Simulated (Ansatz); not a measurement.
A geometry relaxed with B3LYP-D3(BJ)/def2-TZVPD (Ansatz, a quantum-chemistry and plane-wave program), charge 0, multiplicity 1:

```xyz
9

C      1.2041    -0.1847     0.1922
H     -1.6260    -1.6362     0.0931
C     -0.8947     0.4573    -0.2025
C      0.4620     0.9084    -0.1096
H     -1.7663     1.0483    -0.4270
C     -0.8687    -0.8740     0.0497
O      0.4069    -1.2843     0.2935
H      0.8286     1.9111    -0.2493
H      2.2540    -0.3458     0.3598
```

Task: Write the SMILES of this molecule.

Result: `c1ccoc1`
